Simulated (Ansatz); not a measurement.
# CH4O: the cost of one run

Method: the levels named in each step, in Ansatz 0.2.0.

## Step 1: Starting point

Bond lengths: C1–O2 1.406 Å, C1–H3 1.095 Å, C1–H4 1.089 Å, C1–H5 1.096 Å, O2–H6 0.963 Å. Angles: C1–O2–H6 109.0°, O2–C1–H3 111.7°, O2–C1–H4 106.5°, O2–C1–H5 111.7°, H3–C1–H4 109.0°, H3–C1–H5 109.0°, H4–C1–H5 108.9°.

Structure file:

```xyz
6

C    -0.6632    0.2072    0.1950
O     0.6079   -0.2335   -0.2149
H    -0.7990    0.1015    1.2768
H    -1.3887   -0.4232   -0.3159
H    -0.8395    1.2517   -0.0855
H     1.2805    0.3079    0.2112
```

## Step 2: A rough first relaxation, PBE-D4/def2-SVP

input.yaml reads:

```yaml
crystal:
  periodic: [false, false, false]
  atoms:
    - { symbol: C, position_ang: [-0.66322, 0.20724, 0.19503] }
    - { symbol: O, position_ang: [0.60792, -0.23354, -0.21489] }
    - { symbol: H, position_ang: [-0.79902, 0.10149, 1.27677] }
    - { symbol: H, position_ang: [-1.38874, -0.42316, -0.31591] }
    - { symbol: H, position_ang: [-0.83947, 1.25174, -0.08554] }
    - { symbol: H, position_ang: [1.28049, 0.3079, 0.21121] }
magnetization:
  spin_polarized: true
  initial_magnetization: 1
total_charge: 1
basis:
  gaussian: { orbitals: def2-SVP }
hamiltonian:
  xc: pbe
  dispersion: d4
relax:
  f_tol: 0.03
  max_steps: 200
```

Started as:

```sh
ansatz run input.yaml --threads 2 --pin off --max-ram 5120MiB --backend cpu --events-out ev --progress --plain --runs-dir out
```

What time and memory should one allow on 2 threads of Arm Neoverse V1, shared host?

About 3.9 s, with a peak of 0.11 GiB.
